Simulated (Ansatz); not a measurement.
# AlHS+ (quartet): the correlation ladder, cc-pVTZ

How much of the correlation energy of AlHS+ (quartet) does each wave-function method recover here?

Computed with Ansatz 0.2.0, Gaussian basis. Level: cc-pVTZ, core rule «outside noble gas», up to 10 orbitals frozen.

Plan: UHF; CCSD(T) on ROHF; CCSD(T) on UHF; BCCD(T) on ROHF; CCSDT(Q) on ROHF; CCSDT(Q) on UHF.

19 further runs of the same task are left out: 13 for a known fault of the program, 6 set aside as unsound or not needed.

### 1 The geometry

The geometry is a PBE0/def2-TZVP stationary point (not a proven minimum) of the parent state, kept for this charge and spin.

3 atoms, charge 1, spin multiplicity 4.

Atoms are counted from 1 here; the program's logs count them from 0.

Bond lengths: Al1–S2 2.185 Å, S2–H3 1.348 Å. Angles: Al1–S2–H3 99.2°.

In the tables R marks a restricted open-shell determinant and U an unrestricted one; energies count from the table's Hartree-Fock row.

### 2 UHF

in.yaml

```yaml
crystal:
  periodic: [false, false, false]
  atoms:
    - {symbol: Al, position_ang: [0.000000, 0.032224, 1.206475]}
    - {symbol: S, position_ang: [0.000000, -0.066502, -0.975876]}
    - {symbol: H, position_ang: [0.000000, 1.252993, -1.251158]}
basis:
  gaussian: {orbitals: cc-pVTZ}
total_charge: 1
magnetization: {spin_polarized: true, initial_magnetization: 3}
hamiltonian: {xc: hf}
output: {orbitals: {seedname: orbitals}}
```

Started as:

```
ansatz run in.yaml --threads 1 --pin off --events-out ev --progress --plain --max-ram 4096MiB --backend cpu
```

What it wrote:

```text
Functional definition: HF
  name "HF"
  cite "Fock, Z. Phys. 61, 126 (1930) doi:10.1007/BF01340294"
  parent pbe
  exchange = exact_x
  correlation = 0
761 factors; their error is unknown
mean field evaluation 1: about -17403.2069 eV, gradient 1.4e1 eV
mean field evaluation 2: about -17405.4513 eV, gradient 8.1e0 eV
mean field evaluation 4: about -17406.6326 eV, gradient 2.3e0 eV
mean field evaluation 8: about -17406.9660 eV, gradient 2.0e-1 eV
mean field evaluation 16: about -17407.1500 eV, gradient 1.5e-5 eV
mean field evaluation 32: about -17406.9344 eV, gradient 3.2e-1 eV
mean field evaluation 64: about -17406.6247 eV, gradient 4.0e0 eV
mean field evaluation 96: about -17406.9673 eV, gradient 9.6e-2 eV
mean field -17407.15002213 eV, -639.7009643233 hartree, gradient 2.9e-6 eV, S^2 3.763845; 3 other end points of the search recorded, 0 dependent functions left out
reference -17407.15002213 eV, -639.7009643233 hartree; 16, 13 occupied and 66, 69 virtual orbitals, 761 factors
Total energy: -17407.15002213 eV, -639.7009643233 hartree
```

Run time: 6 s. Hardware: 1 thread of AMD EPYC 7R13, shared host.

From the report: ⟨S²⟩ of the determinant 3.764 (pure quartet: 3.75).

### 3 CCSD(T) on ROHF

in.yaml, as its differences from that of step 2:

```diff
@@ -9,4 +9,3 @@
 total_charge: 1
-magnetization: {spin_polarized: true, initial_magnetization: 3}
-hamiltonian: {xc: hf}
-output: {orbitals: {seedname: orbitals}}
+magnetization: {spin_polarized: false, initial_magnetization: 3}
+correlation: {method: ccsd_t, electrons: outside_noble_gas}
```

Same command.

What it wrote, shortened:

```text
Functional definition: HF
  name "HF"
  cite "Fock, Z. Phys. 61, 126 (1930) doi:10.1007/BF01340294"
  parent pbe
[...]
489 factors; integrals over basis functions are off by at most 1.1e-3 eV
[...]
mean field -17406.99636836 eV, -639.6953176513 hartree, gradient 2.3e-6 eV, S^2 3.750000; 12 other end points of the search recorded, 0 dependent functions left out
[...]
determinant -17406.99636836 eV, -639.6953176513 hartree, with singles and doubles -17412.47706456 eV, -639.8967295215 hartree
determinant -17406.75560927 eV, -639.6864699178 hartree, with singles and doubles -17412.19671086 eV, -639.8864267131 hartree
determinant -17405.48702501 eV, -639.6398503064 hartree, with singles and doubles -17410.94722879 eV, -639.8405090940 hartree
determinant -17404.94266870 eV, -639.6198455810 hartree, with singles and doubles -17410.39038384 eV, -639.8200454197 hartree
determinant -17403.79281056 eV, -639.5775890736 hartree, with singles and doubles -17409.61395336 eV, -639.7915121258 hartree
determinant -17406.99636836 eV, -639.6953176513 hartree, with singles and doubles -17412.44814748 eV, -639.8956668387 hartree
determinant -17406.75560927 eV, -639.6864699178 hartree, with singles and doubles -17412.16534922 eV, -639.8852741942 hartree
10 core orbitals not correlated: weight in the atoms' cores, before any rotation towards them, 1.000 or more for the frozen orbitals, at most 0.000 for the correlated occupied ones
reference -17406.99636836 eV, -639.6953176513 hartree; 6, 3 occupied and 66, 69 virtual orbitals, 489 factors
second order -4.60251636 eV of doubles, -0.09173092 eV of singles
cycle   1  -5.45177953 eV  change   -4.1e-7 eV  update   3.0e-6
perturbative correction -0.21498674 eV, -0.0079006169 hartree
Total energy: -17412.66313463 eV, -639.9035674706 hartree
```

It took 24 s on 1 thread of AMD EPYC 7R13, shared host; peak memory 0.31 GiB.

From the report: correlation -5.6668 eV; T1 0.024; largest double amplitude 0.03.

### 4 CCSD(T) on UHF

in.yaml, as its differences from that of step 3:

```diff
@@ -9,3 +9,3 @@
 total_charge: 1
-magnetization: {spin_polarized: false, initial_magnetization: 3}
+magnetization: {spin_polarized: true, initial_magnetization: 3}
 correlation: {method: ccsd_t, electrons: outside_noble_gas}
```

Same command.

What it wrote, shortened:

```text
Functional definition: HF
  name "HF"
  cite "Fock, Z. Phys. 61, 126 (1930) doi:10.1007/BF01340294"
  parent pbe
[...]
489 factors; integrals over basis functions are off by at most 1.1e-3 eV
[...]
mean field -17407.15070691 eV, -639.7009894886 hartree, gradient 1.9e-6 eV, S^2 3.763845; 13 other end points of the search recorded, 0 dependent functions left out
determinant -17407.15070691 eV, -639.7009894886 hartree, with singles and doubles -17412.47905566 eV, -639.8968026934 hartree
determinant -17406.93752609 eV, -639.6931552379 hartree, with singles and doubles -17412.19906795 eV, -639.8865133348 hartree
determinant -17405.63785046 eV, -639.6453930393 hartree, with singles and doubles -17410.94684175 eV, -639.8404948707 hartree
determinant -17405.12282124 eV, -639.6264660647 hartree, with singles and doubles -17410.39317415 eV, -639.8201479616 hartree
determinant -17403.96173993 eV, -639.5837971134 hartree, with singles and doubles -17409.61460310 eV, -639.7915360035 hartree
determinant -17407.15070691 eV, -639.7009894886 hartree, with singles and doubles -17412.45490693 eV, -639.8959152437 hartree
determinant -17406.93752609 eV, -639.6931552379 hartree, with singles and doubles -17412.17311955 eV, -639.8855597486 hartree
10 core orbitals not correlated: weight in the atoms' cores, before any rotation towards them, 1.000 or more for the frozen orbitals, at most 0.000 for the correlated occupied ones
reference -17407.15070691 eV, -639.7009894886 hartree; 6, 3 occupied and 66, 69 virtual orbitals, 489 factors
second order -4.51266653 eV of doubles, -0.00000000 eV of singles
cycle   1  -5.30420033 eV  change   -3.2e-7 eV  update   2.9e-6
perturbative correction -0.21003551 eV, -0.0077186627 hartree
Total energy: -17412.66494276 eV, -639.9036339182 hartree
```

It took 24 s on 1 thread of AMD EPYC 7R13, shared host; peak memory 0.31 GiB.

From the report: ⟨S²⟩ of the determinant 3.764 (pure quartet: 3.75); correlation -5.5142 eV; T1 0.021; largest double amplitude 0.03.

### 5 BCCD(T) on ROHF

in.yaml, as its differences from that of step 4:

```diff
@@ -9,3 +9,3 @@
 total_charge: 1
-magnetization: {spin_polarized: true, initial_magnetization: 3}
-correlation: {method: ccsd_t, electrons: outside_noble_gas}
+magnetization: {spin_polarized: false, initial_magnetization: 3}
+correlation: {method: bccd_t, electrons: outside_noble_gas}
```

Same command.

What it wrote, shortened:

```text
Functional definition: HF
  name "HF"
  cite "Fock, Z. Phys. 61, 126 (1930) doi:10.1007/BF01340294"
  parent pbe
[...]
489 factors; integrals over basis functions are off by at most 1.1e-3 eV
[...]
mean field -17406.99636836 eV, -639.6953176513 hartree, gradient 2.3e-6 eV, S^2 3.750000; 12 other end points of the search recorded, 0 dependent functions left out
[...]
determinant -17406.99636836 eV, -639.6953176513 hartree, with singles and doubles -17412.47706456 eV, -639.8967295215 hartree
determinant -17406.75560927 eV, -639.6864699178 hartree, with singles and doubles -17412.19671086 eV, -639.8864267131 hartree
determinant -17405.48702501 eV, -639.6398503064 hartree, with singles and doubles -17410.94722879 eV, -639.8405090940 hartree
determinant -17404.94266870 eV, -639.6198455810 hartree, with singles and doubles -17410.39038384 eV, -639.8200454197 hartree
determinant -17403.79281056 eV, -639.5775890736 hartree, with singles and doubles -17409.61395336 eV, -639.7915121258 hartree
determinant -17406.99636836 eV, -639.6953176513 hartree, with singles and doubles -17412.44814748 eV, -639.8956668387 hartree
determinant -17406.75560927 eV, -639.6864699178 hartree, with singles and doubles -17412.16534922 eV, -639.8852741942 hartree
10 core orbitals not correlated: weight in the atoms' cores, before any rotation towards them, 1.000 or more for the frozen orbitals, at most 0.000 for the correlated occupied ones
reference -17406.99636836 eV, -639.6953176513 hartree; 6, 3 occupied and 66, 69 virtual orbitals, 489 factors
second order -4.60251636 eV of doubles, -0.09173092 eV of singles
cycle   1  -5.45264791 eV  change   -8.7e-4 eV  update   4.1e-3
[...]
cycle   9  -5.45052037 eV  change    1.6e-6 eV  update   5.7e-6
perturbative correction -0.21713725 eV, -0.0079796469 hartree
Total energy: -17412.66402598 eV, -639.9036002272 hartree
```

Wall time 23 s (1 thread of AMD EPYC 7R13, shared host); peak memory 0.33 GiB.

From the report: correlation -5.6677 eV; largest double amplitude 0.03.

### 6 CCSDT(Q) on ROHF

in.yaml, as its differences from that of step 5:

```diff
@@ -10,2 +10,2 @@
 magnetization: {spin_polarized: false, initial_magnetization: 3}
-correlation: {method: bccd_t, electrons: outside_noble_gas}
+correlation: {method: ccsdt_q, electrons: outside_noble_gas}
```

Started as:

```
ansatz run in.yaml --threads 2 --pin off --events-out ev --progress --plain --max-ram 24576MiB --backend cuda --devices 0, --max-vram 18GiB
```

What it wrote, shortened:

```text
Functional definition: HF
  name "HF"
  cite "Fock, Z. Phys. 61, 126 (1930) doi:10.1007/BF01340294"
  parent pbe
[...]
979 factors; integrals over basis functions are off by at most 2.2e-7 eV
[...]
mean field -17406.99638059 eV, -639.6953181006 hartree, gradient 2.6e-6 eV, S^2 3.750000; 12 other end points of the search recorded, 0 dependent functions left out
[...]
determinant -17406.99638059 eV, -639.6953181006 hartree, with singles and doubles -17412.47708392 eV, -639.8967302330 hartree
determinant -17406.75562205 eV, -639.6864703877 hartree, with singles and doubles -17412.19673136 eV, -639.8864274668 hartree
determinant -17405.48703844 eV, -639.6398507998 hartree, with singles and doubles -17410.94725060 eV, -639.8405098958 hartree
determinant -17404.94268201 eV, -639.6198460702 hartree, with singles and doubles -17410.39040576 eV, -639.8200462251 hartree
determinant -17403.79283397 eV, -639.5775899341 hartree, with singles and doubles -17409.61398431 eV, -639.7915132632 hartree
determinant -17406.99638059 eV, -639.6953181006 hartree, with singles and doubles -17412.44814888 eV, -639.8956668900 hartree
determinant -17406.75562205 eV, -639.6864703877 hartree, with singles and doubles -17412.16535161 eV, -639.8852742821 hartree
10 core orbitals not correlated: weight in the atoms' cores, before any rotation towards them, 1.000 or more for the frozen orbitals, at most 0.000 for the correlated occupied ones
reference -17406.99638059 eV, -639.6953181006 hartree; 6, 3 occupied and 66, 69 virtual orbitals, 979 factors
second order -4.60253036 eV of doubles, -0.09173088 eV of singles
cycle   1  -5.23222054 eV  change   -5.4e-1 eV  update   6.9e-2
[...]
cycle  20  -5.69825996 eV  change    5.3e-7 eV  update   7.8e-7
perturbative correction -0.00957571 eV, -0.0003519007 hartree
Total energy: -17412.70421625 eV, -639.9050771924 hartree
```

Wall time 29 s (1 × H100 (card shared with other runs) with 2 threads of AMD EPYC 7R13, shared host); peak host memory 0.81 GiB.

From the report: correlation -5.7078 eV; T1 0.027; largest double amplitude 0.04.

### 7 CCSDT(Q) on UHF

in.yaml, as its differences from that of step 6:

```diff
@@ -9,3 +9,3 @@
 total_charge: 1
-magnetization: {spin_polarized: false, initial_magnetization: 3}
+magnetization: {spin_polarized: true, initial_magnetization: 3}
 correlation: {method: ccsdt_q, electrons: outside_noble_gas}
```

Same command.

What it wrote, shortened:

```text
Functional definition: HF
  name "HF"
  cite "Fock, Z. Phys. 61, 126 (1930) doi:10.1007/BF01340294"
  parent pbe
[...]
979 factors; integrals over basis functions are off by at most 2.2e-7 eV
[...]
mean field -17407.15071916 eV, -639.7009899385 hartree, gradient 2.8e-6 eV, S^2 3.763845; 13 other end points of the search recorded, 0 dependent functions left out
determinant -17407.15071916 eV, -639.7009899385 hartree, with singles and doubles -17412.47907462 eV, -639.8968033900 hartree
determinant -17406.93753905 eV, -639.6931557140 hartree, with singles and doubles -17412.19908819 eV, -639.8865140785 hartree
determinant -17405.63786426 eV, -639.6453935464 hartree, with singles and doubles -17410.94686368 eV, -639.8404956765 hartree
determinant -17405.12283499 eV, -639.6264665700 hartree, with singles and doubles -17410.39319631 eV, -639.8201487759 hartree
determinant -17403.96176340 eV, -639.5837979760 hartree, with singles and doubles -17409.61463491 eV, -639.7915371723 hartree
determinant -17407.15071916 eV, -639.7009899385 hartree, with singles and doubles -17412.45490840 eV, -639.8959152978 hartree
determinant -17406.93753905 eV, -639.6931557140 hartree, with singles and doubles -17412.17312197 eV, -639.8855598376 hartree
10 core orbitals not correlated: weight in the atoms' cores, before any rotation towards them, 1.000 or more for the frozen orbitals, at most 0.000 for the correlated occupied ones
reference -17407.15071916 eV, -639.7009899385 hartree; 6, 3 occupied and 66, 69 virtual orbitals, 979 factors
second order -4.51268026 eV of doubles, -0.00000000 eV of singles
cycle   1  -5.06658654 eV  change   -5.5e-1 eV  update   7.0e-2
[...]
cycle  20  -5.54695455 eV  change    6.3e-7 eV  update   8.4e-7
perturbative correction -0.00950208 eV, -0.0003491948 hartree
Total energy: -17412.70717578 eV, -639.9051859532 hartree
```

Wall time 30 s (1 × H100 (card shared with other runs) with 2 threads of AMD EPYC 7R13, shared host); peak host memory 0.8 GiB.

From the report: ⟨S²⟩ of the determinant 3.764 (pure quartet: 3.75); correlation -5.5565 eV; T1 0.024; largest double amplitude 0.04.

### 8 The ladder

The yardstick is UCCSDT(Q), where the cluster series has nearly closed. Rows without a time come out of other runs: HF, MP2 and CCSD of CCSD(T), CCSDT of CCSDT(Q).

```csv
method,energy from the lowest RHF (meV),from UCCSDT(Q) (meV),time
RHF,0.0,+5710.8,
UHF,-154.3,+5556.5,
RMP2,-4694.2,+1016.6,
UMP2,-4667.0,+1043.8,
RCCSD,-5451.8,+259.0,
UCCSD,-5458.5,+252.3,
RCCSD(T),-5666.8,+44.0,24 s
UCCSD(T),-5668.6,+42.2,24 s
BCCD(T),-5667.7,+43.1,23 s
RCCSDT,-5698.3,+12.5,
UCCSDT,-5701.3,+9.5,
RCCSDT(Q),-5707.8,+3.0,29 s (GPU)
UCCSDT(Q),-5710.8,0,30 s (GPU)
```

Some runs used a GPU and others CPU threads alone; cost is compared among the CPU runs only.

### 9 Summary of results

| quantity | value |
| --- | --- |
| UCCSDT(Q) below the RHF energy | -5.7108 eV |
| RMP2 from UCCSDT(Q) | +1016.6 meV |
| UMP2 from UCCSDT(Q) | +1043.8 meV |
| RCCSD from UCCSDT(Q) | +259.0 meV |
| RCCSD(T) from UCCSDT(Q) | +44.0 meV |
| UCCSD(T) from UCCSDT(Q) | +42.2 meV |
| RCCSDT(Q) from UCCSDT(Q) | +3.0 meV |
| levels within 1 kcal/mol (43 meV) | UCCSD(T), BCCD(T), RCCSDT, UCCSDT, RCCSDT(Q) |
| T1 diagnostic | 0.024 |

**Reading.** RCCSD(T) misses by +44.0 meV, 0.8 % of the correlation energy. These misses are within one basis, not against nature; the frozen cores of restricted and unrestricted runs differ, which can shift their rows.
